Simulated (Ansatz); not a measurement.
## Worked example: correlation energy of AlGeH₄⁺ (H-bridged), triplet

Geometry: that of the AlGeH4 (H-bridged), doublet, kept fixed. The singlet lies 2.5 eV lower here.

```xyz
6

Ge    0.0000    0.0000    0.7847
Al    0.0000    0.0000   -1.8784
H    -1.1260    0.0000   -0.5236
H     1.1260    0.0000   -0.5236
H     0.0000   -1.4027   -2.6096
H     0.0000    1.4027   -2.6096
```

Basis cc-pVDZ; Ansatz 0.2.0. Correlated methods freeze the noble-gas cores and the filled d shells of p-block atoms, which leaves 10 electrons in 46 orbitals. R marks a restricted (for open shells ROHF) determinant, U an unrestricted one. No spin–orbit coupling is included, and no scalar relativity.

Full CI isn't at hand for all of this; UCCSDT(Q) serves as the reference, and is uncertain by about the last step of the cluster series.

Runs differ by some tens of microhartree through their thresholds and, for an open shell, their frozen cores, so steps under 0.03 kcal/mol mean nothing.

```csv
level,total energy (hartree)
UHF,-2319.191753
UMP2,-2319.324269
UCCSD,-2319.364629
UCCSD(T),-2319.369471
UCCSDT,-2319.370963
UCCSDT(Q),-2319.371173
```

What is the correlation energy at UCCSDT(Q), and what share of it do UMP2 and UCCSD(T) recover?

E(corr) = -2319.371173 − (-2319.191753) = -0.179420 hartree = -4.882 eV. UMP2: -0.132516 / -0.179420 = 73.86 %. UCCSD(T): -0.177718 / -0.179420 = 99.05 %.

By how many kcal/mol does UCCSD(T) miss UCCSDT(Q) (1 hartree = 627.509 kcal/mol), and which steps make up the rest?

-2319.369471 − (-2319.371173) = 0.001702 hartree = 1.07 kcal/mol. Steps: UCCSDT − UCCSD(T) = -0.94, UCCSDT(Q) − UCCSDT = -0.13 kcal/mol. Differences between like states or geometries often cancel part of this.
